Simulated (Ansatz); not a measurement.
```yaml
crystal:
  periodic: [false, false, false]
  atoms:
    - {symbol: Fe, position_ang: [-0.381924, -0.000251, -0.000043]}
    - {symbol: C, position_ang: [1.429695, 0.000939, 0.000161]}
    - {symbol: H, position_ang: [2.061493, 0.899746, -0.002354]}
    - {symbol: H, position_ang: [2.062672, -0.897038, 0.002819]}
basis:
  gaussian: {orbitals: def2-TZVP}
magnetization: {spin_polarized: true, initial_magnetization: 2}
hamiltonian: {xc: pbe0}
relax: {f_tol: 0.004, max_steps: 80}
```

```sh
$ ansatz run in.yaml --threads 1 --pin off --events-out ev --progress --plain --max-ram 2176MiB
```

Steps of the relaxation (energy above the last step; positions in Å, forces in eV/Å):

```
4
step 1, 31.3 meV
Fe   -0.382    0.000    0.000   -0.811   -0.001    0.000
C     1.430    0.001    0.000    1.410    0.001    0.000
H     2.061    0.900   -0.002   -0.299   -0.073    0.000
H     2.063   -0.897    0.003   -0.299    0.072    0.000
```

```
4
step 2, 11.1 meV
Fe   -0.387    0.000    0.000   -0.499    0.000    0.000
C     1.444    0.001    0.000    0.791    0.001    0.000
H     2.057    0.906   -0.002   -0.146   -0.024    0.000
H     2.058   -0.904    0.003   -0.146    0.024    0.000
```

```
4
step 3, 0.1 meV
Fe   -0.402    0.000    0.000   -0.025    0.000    0.000
C     1.461    0.001    0.000    0.057    0.000    0.000
H     2.056    0.915   -0.002   -0.016   -0.018    0.000
H     2.057   -0.912    0.003   -0.016    0.017    0.000
```

```
4
step 5, 0.0 meV
Fe   -0.402    0.000    0.000    0.001    0.000    0.000
C     1.463    0.001    0.000    0.001    0.000    0.000
H     2.055    0.915   -0.002   -0.001    0.002    0.000
H     2.056   -0.913    0.003   -0.001   -0.002    0.000
```

Close pairs at the end: C2–H3 1.090 Å, C2–H4 1.090 Å, Fe1–C2 1.865 Å.

A stationary point of unrestricted PBE0 after 5 steps, with ⟨S²⟩ = 3.005 against 2.00 for a pure state; no frequencies were run, so it isn't proven a minimum. 2.8 min on 1 thread of Intel Xeon 6975P-C, shared host.
